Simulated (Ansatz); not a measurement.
**Zinc-blende HgTe**

The numbers are results of PBE in Ansatz (PAW), not measurements.

Settings: plane-wave cutoff 520 eV, 20×20×20 k mesh, Fermi–Dirac smearing 0.05 eV, scalar-relativistic PAW data made under PBE.

Cell: measured lattice: a = b = c = 6.4530 Å, α = β = γ = 90.00°.

elastic constant C11: 61.4 GPa
elastic constant C12: 49.3 GPa
elastic constant C44: 18.0 GPa
Voigt–Reuss–Hill bulk modulus: 53.3 GPa
polycrystal shear modulus (Hill average): 11.7 GPa

Measured, for comparison: elastic constant C11 53.6 GPa, elastic constant C12 36.6 GPa, elastic constant C44 21.2 GPa (temperature not stated, not corrected to a static lattice; as tabulated in Oses et al. (2018), arXiv:1811.08464). Computed (rounded) less measured: elastic constant C11 +15 %, elastic constant C12 +35 %, elastic constant C44 -15 %.

Note: the solid has no gap at this level, which affects its response; the cell isn't this level's own, so it is under some stress, which shifts stiffness and frequencies.

Elastic constants are with the ions relaxed.

Spin–orbit coupling is not included; it can shift volumes and moduli of such heavy elements.

Cost on a shared machine: very roughly 40 core-minutes.

Ansatz is a quantum-chemistry and plane-wave program.
